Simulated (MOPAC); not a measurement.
MOPAC input (MNDO):

```
MNDO PRECISE GNORM=0.05 LET XYZ CHARGE=-1 GEO-OK AUX(PRECISION=9) THREADS=1
C3H5

C     1.22575544 1    0.17309225 1    0.00894148 1
C    -0.03107836 1    0.64387051 1   -0.00922939 1
H     1.47813325 1   -0.91357007 1    0.02636841 1
H     2.10642756 1    0.82312597 1    0.00806544 1
C    -1.09160938 1   -0.43922734 1   -0.00400391 1
H    -0.69725428 1   -1.48823368 1    0.01421419 1
H    -1.76093960 1   -0.33173915 1    0.86187210 1
H    -1.74477312 1   -0.35599558 1   -0.88476921 1
```

Problem. What heat of formation does the run end on?

Solution. 43.28 kcal/mol.
